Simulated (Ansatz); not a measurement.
**C2HSi, quartet in cc-pVDZ: errors against UCCSDT(Q)**

Geometry: that of the C2HSi, doublet, kept fixed. The doublet lies 2.8 eV lower here.

```yaml
atoms:
  - { symbol: C, position_ang: [0.0000, -0.8170, 0.7688] }
  - { symbol: C, position_ang: [0.0000, 0.4619, 1.0201] }
  - { symbol: Si, position_ang: [0.0000, 0.1069, -0.8281] }
  - { symbol: H, position_ang: [0.0000, 1.2524, 1.7579] }
```

Basis cc-pVDZ; Ansatz 0.2.0. Only valence electrons are correlated (noble-gas cores frozen), which leaves 13 electrons in 44 orbitals. R marks a restricted (for open shells ROHF) determinant, U an unrestricted one.

Full CI isn't at hand for all of this; UCCSDT(Q) serves as the reference, and is uncertain by the last step of the cluster series or more. The frozen core follows each run's orbitals, which can shift R against U totals by a few meV.

```
UHF ⟨S²⟩                          : 3.800
T1 diagnostic (RCCSD)             : 0.0326
largest doubles amplitude (RCCSD) : 0.085
T1 diagnostic (UCCSD)             : 0.0344
```

Task: From what is known of these methods and the diagnostics, rank them by the size of their error in total energy against UCCSDT(Q) in cc-pVDZ, smallest first (an estimate: the text doesn't fix the numbers).
A. UMP2
B. RCCSDT
C. BCCD(T)
D. UCCSD
E. RCCSDT(Q)

Result: E (0.3 kJ/mol), B (4.7 kJ/mol), C (7.0 kJ/mol), D (52.1 kJ/mol), A (118.5 kJ/mol).

All errors are against UCCSDT(Q) in cc-pVDZ. Within each family the higher level lies nearer, as is usual though not guaranteed.
